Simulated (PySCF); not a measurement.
Level of theory: B3LYP-D3(BJ)/def2-TZVP // r2SCAN-D4/def2-SVP run with PySCF. Gas-phase values, no solvent. B3LYP has the VWN-RPA correlation part, as in Gaussian. 

Reference species (SMILES): `[SH]` (neutral, multiplicity 2).

```
Quantity        Value
-------------  ------
dipole moment  0.86 D
```

Changed species: `C[N]C` (free radical N(CH3)2; the reference has free radical SH).

Problem. Predict the effect on the dipole moment.

Solution. the dipole moment goes up by 0.87 D, to 1.73 D.
